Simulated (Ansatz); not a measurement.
# BPH3 (doublet): from Hartree-Fock to the top rungs at a displaced geometry (v2), cc-pVDZ

One table from this session's results is given with a row withheld; the runs are named, their logs left out.

Program: Ansatz 0.2.0, Gaussian basis. Level of theory: cc-pVDZ, core rule «outside noble gas», up to 6 orbitals frozen. These are calculated values, not measurements.

To be run: UHF; CCSD(T) on ROHF; CCSD(T) on UHF; BCCD(T) on ROHF; CISD; CCSDT(Q) on ROHF; CCSDT(Q) on UHF.

17 further runs of the same task are left out: 10 that didn't finish, 7 set aside as unsound or not needed.

## The system

The geometry is a PBE0/def2-TZVP stationary point (not a proven minimum) with its atoms shifted at random (size 0.100 Å).

5 atoms, charge 0, spin multiplicity 2.

Atoms are counted from 1 here; the program's logs count them from 0.

Bond lengths: B1–P2 1.829 Å, B1–H3 1.212 Å, P2–H4 1.572 Å, P2–H5 1.406 Å. Angles: P2–B1–H3 132.9°, B1–P2–H4 102.8°, B1–P2–H5 106.9°, H4–P2–H5 93.0°.

The first run:

Contents of in.yaml:

```yaml
crystal:
  periodic: [false, false, false]
  atoms:
    - {symbol: B, position_ang: [0.218491, 0.158721, 1.318079]}
    - {symbol: P, position_ang: [-0.126341, -0.026352, -0.468255]}
    - {symbol: H, position_ang: [0.064243, -0.577364, 2.268610]}
    - {symbol: H, position_ang: [0.798949, -1.229418, -0.877529]}
    - {symbol: H, position_ang: [0.675756, 0.914146, -1.139225]}
basis:
  gaussian: {orbitals: cc-pVDZ}
magnetization: {spin_polarized: true, initial_magnetization: 1}
hamiltonian: {xc: hf}
output: {orbitals: {seedname: orbitals}}
```

Started as:

```
$ ansatz run in.yaml --threads 1 --pin off --events-out ev --progress --plain --max-ram 2393MiB
```

Steps of the session up to this table: UHF; CCSD(T) on ROHF; CCSD(T) on UHF; BCCD(T) on ROHF; CISD; CCSDT(Q) on ROHF; CCSDT(Q) on UHF.

One of the session's tables, all rows but one given; the rest of the session is left out.

It belongs to the step «Misses and costs». 

| method | from UCCSDT(Q) (meV) |
| --- | --- |
| ROHF | +6456.7 |
| UHF | +6396.3 |
| RMP2 | +1296.9 |
| UMP2 | +1291.2 |
| CISD | +748.5 |
| RCCSD | +242.6 |
| UCCSD | +241.4 |
| RCCSD(T) | +46.6 |
| UCCSD(T) | +46.5 |
| BCCD(T) | +45.3 |
| RCCSDT | +11.9 |
| UCCSDT | ? |
| RCCSDT(Q) | +1.2 |
| UCCSDT(Q) | 0 |

Estimate the missing values for UCCSDT.

As computed: from UCCSDT(Q) (meV): +11.6. In the column «from UCCSDT(Q) (meV)» it lies between RCCSDT(Q) (+1.2) and RCCSDT (+11.9).

Caveats from the session: Restricted and unrestricted rows rest on different reference determinants; where their highest levels disagree by more than a few hundredths of an eV, they describe different states and don't form one ladder.
